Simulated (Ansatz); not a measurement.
C4H6ClF can be A, `C[C@@]1(Cl)C[C@H]1F`, or B, `C/C(Cl)=C/CF`.

Computed with Ansatz on PBE0-D4/def2-TZVP structures; ΔE is electronic, products minus reactants. CCSD(T)/CBS adds triple-zeta CCSD(T) − MP2 to the extrapolated MP2 energy (def2 sets, frozen cores). Functionals use def2-TZVPP. B3LYP here is the variant with VWN-RPA as its local correlation; programs differ in this. Each species was taken in one conformer, which may not be the lowest.

(1) Which is lower in electronic energy at CCSD(T)/CBS, and by how much? (Best estimate.)

(2) Give E(B) − E(A) in kJ/mol with B3LYP-D4, r2SCAN-D4, MP2/def2-TZVPP, CCSD(T)/def2-TZVPP, B2PLYP, PBE-D4, PBE0-D4. (Best estimate.)

Largest T1 diagnostic: 0.010.

Answers

(1) The calculation gave: B, by 39.5 kJ/mol.

(2) Computed: B3LYP-D4 -47.7, r2SCAN-D4 -33.5, MP2/def2-TZVPP -31.1, CCSD(T)/def2-TZVPP -38.4, B2PLYP -44.5, PBE-D4 -34.6, PBE0-D4 -27.0. None reverses the order clearly.

From PBE to PBE0 (25 % exact exchange), in def2-TZVPP and without D4, E(B) − E(A) moves by +7.9 kJ/mol. In def2-TZVPP, CCSD(T) changes the Hartree–Fock value by +9.2 kJ/mol (the triples alone add −1.3 kJ/mol) and MP2 by +16.5 kJ/mol.
